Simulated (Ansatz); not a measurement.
**Sn (model structure, started from the trigonal Te type, Pm-3m, No. 221, 3 atoms in the cell): lattice constant a by level of theory**

No measured value is used here.

| level (code) | value (Å) |
|---|---|
| PBE (Ansatz) | [?] |
| PBEsol (Ansatz) | 3.033 |
| PBE-D3(BJ) (Ansatz) | 3.046 |

Task: Some entries are withheld; supply them.

Result: 
- PBE (Ansatz, a program for electronic structure), value (Å): 3.089

Ansatz's density-functional and Hartree–Fock values are scalar-relativistic unless marked +SOC, with PAW data made under PBE.

A model structure was made by putting elements into a prototype or built by hand; it is no filed structure, need not be a known phase, and can be a saddle point held by its symmetry.
